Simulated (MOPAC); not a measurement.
MOPAC input (AM1):

```
AM1 PRECISE GNORM=0.05 LET XYZ GEO-OK AUX(PRECISION=9) THREADS=1
HN

N    -0.00000000 1   -0.00000000 1   -0.12998002 1
H     0.00000000 1    0.00000000 1    0.90986017 1
```

From the last part of the output:

```
                                                       MOPAC v23.2.5 Linux

          FINAL HEAT OF FORMATION =        125.87266 KCAL/MOL =     526.65123 KJ/MOL

          COSMO AREA              =         43.80 SQUARE ANGSTROMS
          COSMO VOLUME            =         26.99 CUBIC ANGSTROMS

          GRADIENT NORM           =          0.01109          =       0.00784 PER ATOM
          IONIZATION POTENTIAL    =         10.591712 EV
          HOMO LUMO ENERGIES (EV) =        -10.592 -1.087
          NO. OF FILLED LEVELS    =          3
          MOLECULAR WEIGHT        =         15.0146         POINT GROUP:  C*v

          MOLECULAR DIMENSIONS (Angstroms)

            Atom       Atom       Distance
            H     2    N     1     0.98713
            H     2    N     1     0.00000
            N     1    H     2     0.00000

          SCF CALCULATIONS        =          7

   ATOM   CHEMICAL          X               Y               Z
  NUMBER   SYMBOL      (ANGSTROMS)     (ANGSTROMS)     (ANGSTROMS)

     1       N          0.00000000  *   0.00000000  *  -0.10362544  *
     2       H         -0.00000000  *   0.00000000  *   0.88350559  *

                             CARTESIAN COORDINATES

   1    N        0.000000000     0.000000000    -0.103625436
   2    H       -0.000000000     0.000000000     0.883505586

           Empirical Formula: H N  =     2 atoms

      MOLECULAR POINT GROUP   :   C*v

                  EIGENVALUES
 -28.53153 -13.90163 -10.59171  -1.08671   4.71955

              NET ATOMIC CHARGES AND DIPOLE CONTRIBUTIONS

  ATOM NO.   TYPE          CHARGE      No. of ELECS.   s-Pop       p-Pop
    1          N          -0.082079        5.0821     1.90090     3.18118
    2          H           0.082079        0.9179     0.91792
 DIPOLE           X         Y         Z       TOTAL
 POINT-CHG.    -0.000     0.000     0.389     0.389
 HYBRID        -0.000     0.000     0.932     0.932
 SUM           -0.000     0.000     1.321     1.321

          ATOMIC ORBITAL ELECTRON POPULATIONS

     Atom    s        px        py        pz
    1  N   1.90090   2.00000   0.00000   1.18118
    2  H   0.91792

 **********************
 *                    *
 * JOB ENDED NORMALLY *
 *                    *
 **********************

 == MOPAC DONE ==
```
